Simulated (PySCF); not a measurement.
Species: C4H5Cl.
SMILES: `C=C1C[C@H]1Cl`

The calculation used MP2 and CCSD/aug-cc-pVDZ in PySCF, restricted Hartree–Fock reference, frozen core, non-relativistic, gas phase, PBE0-D3(BJ)/def2-SVP geometry.

E(HF) = -613.82621 Eh.

Q: How large is the problem?

A: 164 basis functions and 46 electrons; 9 orbitals frozen, which leaves o = 14 correlated occupied and v = 141 virtual orbitals. That is o·v = 1974 singles and o·v(o·v + 1)/2 = 1949325 distinct closed-shell doubles amplitudes before symmetry; the costliest CCSD step grows as o²v⁴ = 7.7 × 10^10.

Q: What are the MP2 and CCSD correlation energies?

A: MP2 -0.7010 Eh and CCSD -0.7477 Eh, which gives totals of -614.52724 and -614.57392 Eh. That is 0.727 eV for each correlated electron at CCSD (1963 kJ/mol in all, 0.122 % of the total energy); MP2 gives 93.8 % of the CCSD value.

Q: What is the T1 diagnostic?

A: 0.0101, below the customary warning level of 0.02. It is the norm of the spatial-orbital singles amplitudes over the root of the number of correlated electrons, so the norm is 0.053.

Q: How does correlation change the dipole moment?

A: HF gives 2.04 D and CCSD (unrelaxed density) 1.84 D, a change of -0.20 D.

Connected triples and the basis-set limit are missing.

The job also held the EOM ionisation roots. Hardware: one thread, Arm Neoverse V1 (aarch64), shared host with 32 logical CPUs at a one-minute load of 10. Cost: 6.4 min wall, 2.9 GiB resident at most.
